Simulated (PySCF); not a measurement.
HN2, charge +1.

```xyz
3

N      0.0000     0.0000    -0.6474
N      0.0000     0.0000     0.4369
H      0.0000     0.0000     1.4735
```
Charge +1, spin multiplicity 1.

Coordinates come from a PBE0-D3(BJ)/def2-TZVPD optimisation. The isomer is the one that the SMILES or the coordinates give; other isomers of the formula were not compared.

These are PBE0/pcSseg-2 run with PySCF values and carry that method's errors. Non-relativistic, no solvent.

### Question
Give the absolute GIAO shielding of each atom: isotropic value and principal components (ppm). (Estimate from the structure and the level; the computed values follow.)

### Answer

```json
[
 {"atom": "N1", "σ(iso)": "-89.3", "σ11": "-301.6", "σ22": "-301.6", "σ33": "335.2", "span": "636.8"},
 {"atom": "N2", "σ(iso)": "27.5", "σ11": "-129.0", "σ22": "-129.0", "σ33": "340.5", "span": "469.4"},
 {"atom": "H3", "σ(iso)": "22.7", "σ11": "16.7", "σ22": "16.7", "σ33": "34.6", "span": "17.8"}
]
```
